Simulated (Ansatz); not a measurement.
In2O3 (Ia-3, No. 206) was calculated with PBE (Ansatz, a program for electronic structure, plane waves, PAW).

Run with plane-wave cutoff 520 eV, 6×6×6 k mesh, Fermi–Dirac smearing 0.01 eV, scalar-relativistic PAW data made under PBE.

Computed at the level's own relaxed cell.

**Question.** What does this level give for the lattice constant a?

**Answer.** 
- lattice constant a = 10.289 Å

Note: the relaxation could not lower the start's symmetry, so the cell can be a saddle point above a distorted one; the volume lies 5 % above that of the published cell.

Spin–orbit coupling is not included.

Static lattice: no zero-point or thermal effects.
